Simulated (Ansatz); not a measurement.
**[CH$_{3}$···H···H], doublet in cc-pVDZ: errors against UCCSDT(Q)**

Geometry: a point of a hydrogen-transfer path between rigid fragments, not a stationary point.

```xyz
6

C    -0.1586    0.0000    0.0000
H    -0.5218    1.0273    0.0000
H    -0.5218   -0.5137    0.8897
H    -0.5218   -0.5137   -0.8897
H     1.2844    0.0000    0.0000
H     2.1704    0.0000    0.0000
```

Basis cc-pVDZ; Ansatz 0.2.0. Correlated methods freeze the noble-gas cores, which leaves 9 electrons in 38 orbitals. Prefix R: restricted or restricted open-shell reference; prefix U: unrestricted. Active spaces: pair = (3e, 3o) about the gap; valence = (9e, 9o) chosen from the atoms' valence shells.

Full CI isn't at hand for all of this; UCCSDT(Q) serves as the reference, and is uncertain by about the last step of the cluster series. The frozen core follows each run's orbitals, which can shift R against U totals by a few meV.

For open shells CISD is restricted-active-space CI with the open shells as a complete middle space.

The UHF ⟨S²⟩ is 0.788, the T1 diagnostic (RCCSD) is 0.0252 and the largest doubles amplitude (RCCSD) is 0.062. The T1 diagnostic (UCCSD) is 0.0145.

| level | E − E(UCCSDT(Q)) (kJ/mol) | share of correlation (%) | wall time |
| --- | --- | --- | --- |
| RHF | 554.6 | 0.00 | – |
| UHF | 527.6 | 4.87 | – |
| RMP2 | 91.1 | 83.58 | – |
| UMP2 | 93.4 | 83.15 | – |
| CISD | 43.7 | 92.13 | 0.84 s |
| RCCSD | 13.2 | 97.62 | – |
| UCCSD | 12.7 | 97.70 | – |
| RCCSD(T) | 1.9 | 99.65 | 1.6 s |
| UCCSD(T) | 2.0 | 99.64 | 1.5 s |
| BCCD(T) | 2.0 | 99.65 | 0.97 s |
| RCCSDT | 0.5 | 99.91 | – |
| UCCSDT | 0.4 | 99.92 | – |
| RCCSDT(Q) | 0.0 | 99.99 | 13 s |
| CASSCF (pair space) | 483.9 | 12.74 | – |
| NEVPT2 (pair space) | 82.2 | 85.19 | 0.3 s |
| CASSCF (valence space) | 313.7 | 43.43 | – |
| NEVPT2 (valence space) | 77.5 | 86.03 | 1.9 s |
| MRCISD (valence space) | 13.7 | 97.53 | – |
| MRCISD+Q (valence space) | 0.5 | 99.92 | 3.6 s |

The correlation energy at UCCSDT(Q), counted from RHF, is -5.748 eV. That run took 12 s on 1 thread of AMD EPYC 7R13, shared host.

Times hold each run's SCF and search for its determinant on a shared host, so for small cases they say little of a method's own cost; they ran on 1 thread of AMD EPYC 7R13.

Natural occupations of CASSCF (valence space) about the gap: 1.983 1.977 1.977 1.968 0.999 0.033 0.021 0.021 0.020; effectively unpaired electrons, Σ n²(2−n)², 1.02.
